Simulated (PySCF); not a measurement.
Ionisation energies (eV) were calculated with PySCF 2.14 by PBE, UHF, MP2 (valence), in another order, as differences of total energies without spin-orbit coupling. The measured values are between term centres (NIST).

```
                                  species  measured       A       B       C
      B (aug-cc-pwCVDZ, non-relativistic)     8.297   8.149   8.021   8.650
     F+ (aug-cc-pwCVDZ, non-relativistic)    34.950  34.257  33.329  35.410
     Al (aug-cc-pwCVDZ, non-relativistic)     5.977   5.760   5.597   6.079
Ga+ (aug-cc-pwCVDZ-PP with ECP10MDF, ECP)    20.515  19.442  18.758  20.684
 As (aug-cc-pwCVDZ-PP with ECP10MDF, ECP)    10.008   9.814   9.425   9.852
 Br (aug-cc-pwCVDZ-PP with ECP10MDF, ECP)    11.844  11.413  10.741  11.775
 In (aug-cc-pwCVDZ-PP with ECP28MDF, ECP)     5.603   5.347   5.207   5.583
Tl+ (aug-cc-pwCVDZ-PP with ECP60MDF, ECP)    20.428  18.885  18.360  20.503
```

Task: Which column is which method?

Result: A is MP2 (valence) (mean error -0.57 eV); B is UHF (mean error -1.02 eV); C is PBE (mean error 0.11 eV). Valence MP2 in a finite basis recovers only part of the missing correlation, so it stays below experiment on average. Hartree-Fock lacks the correlation of the electron removed and comes out lowest. PBE, with gradient corrections, lies close to experiment on average, with errors of both signs.
